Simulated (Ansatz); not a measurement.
A calculation on diamond-structure Ge returned lattice constant a 5.883 Å, bulk modulus 45.7 GPa, cohesive energy 3.25 eV/atom.

For reference: lattice constant a 5.644 Å (measured, static lattice: zero-point anharmonic expansion removed; as tabulated in Mejia-Rodriguez and Trickey (2018), arXiv:1807.09216); bulk modulus 77.3 GPa (measured, low-temperature value with the zero-point effect removed, our sources range from 77.3 to 79.4; as tabulated in Tanner et al. (2021), arXiv:2110.11888); cohesive energy 3.92 eV/atom (measured, zero-point vibration energy added, our sources range from 3.86 to 3.92; as tabulated in Sun et al. (2011), doi:10.1103/physrevb.84.035117).

Which level of theory produced these numbers?
(A) PBE-D4 (Ansatz, a first-principles code)
(B) BLYP (Ansatz)
(C) r²SCAN-D4 (Ansatz)
(D) B3LYP (VWN-RPA form) (Ansatz)

B, BLYP (Ansatz)

The others give: PBE-D4 5.694 Å, 64.6 GPa, 4.04 eV/atom; B3LYP (VWN-RPA form) 5.775 Å, 58.0 GPa, 3.32 eV/atom; r²SCAN-D4 5.656 Å, 72.9 GPa, 3.99 eV/atom.

Unless a cell is named, each level is at its own relaxed cell (B3LYP (VWN-RPA form) 24.07, BLYP 25.44, PBE-D4 23.08, r²SCAN-D4 22.62 Å³/atom).

Caveats: the cell is over a tenth larger than the published one: the level's own overestimate first of all, though another phase or state, or a fault of the published cell, is possible (BLYP). Ansatz's density-functional and Hartree–Fock values are scalar-relativistic unless marked +SOC, with PAW data made under PBE.
